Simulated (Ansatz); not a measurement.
Input file:

```yaml
crystal:
  periodic: [false, false, false]
  atoms:
    - {symbol: N, position_ang: [-2.000725, 0.019973, -0.019236]}
    - {symbol: H, position_ang: [-2.298005, 0.987807, -0.019236]}
    - {symbol: H, position_ang: [-2.298004, -0.382326, 0.861023]}
    - {symbol: H, position_ang: [-0.506725, 0.019973, -0.019236]}
    - {symbol: Si, position_ang: [1.126275, 0.019973, -0.019236]}
    - {symbol: H, position_ang: [1.522710, -1.459540, -0.019236]}
basis:
  gaussian: {orbitals: STO-3G}
magnetization: {spin_polarized: true, initial_magnetization: 1}
correlation: {method: ccsdt, electrons: valence}
scf: {lower_state_search: light}
```

```sh
$ ansatz run in.yaml --threads 1 --pin off --events-out ev --progress --plain --max-ram 2393MiB
```

Output:

```
288 factors; integrals over basis functions are off by at most 3.6e-8 eV
mean field evaluation 1: about -9288.2540 eV, gradient 1.7e1 eV
mean field evaluation 2: about -9288.3263 eV, gradient 1.7e1 eV
mean field evaluation 4: about -9291.2110 eV, gradient 3.0e0 eV
mean field evaluation 8: about -9291.5357 eV, gradient 1.8e-1 eV
mean field evaluation 16: about -9291.5343 eV, gradient 1.8e-2 eV
mean field evaluation 32: about -9291.4575 eV, gradient 3.4e-1 eV
mean field evaluation 64: about -9291.5615 eV, gradient 5.1e-1 eV
mean field evaluation 96: about -9290.9568 eV, gradient 1.5e0 eV
mean field evaluation 128: about -9289.3696 eV, gradient 1.3e-1 eV
mean field evaluation 160: about -9289.8069 eV, gradient 9.1e-4 eV
...
cycle  31  -3.01559687 eV  change   -8.4e-7 eV  update   3.3e-6
cycle  32  -3.01559727 eV  change   -4.0e-7 eV  update   2.9e-6
cycle  33  -3.01559693 eV  change    3.4e-7 eV  update   3.3e-6
cycle  34  -3.01559651 eV  change    4.2e-7 eV  update   5.8e-6
cycle  35  -3.01559660 eV  change   -9.3e-8 eV  update   4.0e-6
cycle  36  -3.01559698 eV  change   -3.8e-7 eV  update   3.0e-6
cycle  37  -3.01559757 eV  change   -5.9e-7 eV  update   2.5e-6
cycle  38  -3.01559771 eV  change   -1.4e-7 eV  update   2.2e-6
cycle  39  -3.01559743 eV  change    2.8e-7 eV  update   1.7e-6
cycle  40  -3.01559718 eV  change    2.5e-7 eV  update   7.2e-7
Total energy: -9294.54972236 eV, -341.5684022246 hartree
```

Ran on 1 thread of Arm Neoverse V1, shared host: 1.4 s wall, 0.18 GiB peak host memory.
